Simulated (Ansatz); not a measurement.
Ideal-gas functions of H₃SSi, SMILES `[SiH3][S]` radical at 600 K and 1 bar, from an Ansatz frequency run at PBE0-D4/def2-TZVP.

Molar mass 63.18 g/mol, point group C3v (symmetry number 3), electronic degeneracy 2, moments of inertia 5.925, 77.852, 77.857 u Å². Harmonic wavenumbers (cm⁻¹, unscaled): 449, 484, 553, 896, 901, 961, 2204, 2229, 2231.

Use S(trans) = R[1.5 ln M + 2.5 ln T − 1.1517]; rotational temperatures θ = 24.2544 K / I; S(rot) = R[ln(√π/σ · √(T³/θAθBθC)) + 1.5]; for each mode x = 1.438777 ν̃/T, S = R[x/(eˣ − 1) − ln(1 − e⁻ˣ)] and H = RT x/(eˣ − 1); 1 cm⁻¹ = 0.0119627 kJ/mol; R = 8.31446 J/(mol·K).

Problem. By hand: the entropy, in J/(mol·K).

Solution. Translation 175.1. Rotation: θ = 4.0936, 0.3115, 0.3115 K, giving 91.7. Vibration, mode by mode: 8.09, 7.53, 6.55, 3.39, 3.36, 3.00, 0.27, 0.25, 0.25, in all 32.7. Electronic 5.8. Sum 305.3 J/(mol·K).

Problem. By hand: H − E and G − E in kJ/mol, counted from the electronic energy.

Solution. Zero-point energy ½ × 10908 × 0.0119627 = 65.2; thermal vibration 12.3; translation, rotation and pV give 4 RT = 20.0. H − E = 97.5 kJ/mol, and G − E = 97.5 − 600 × 305.3/1000 = -85.7 kJ/mol.

Vibration gives 11 % of the entropy.
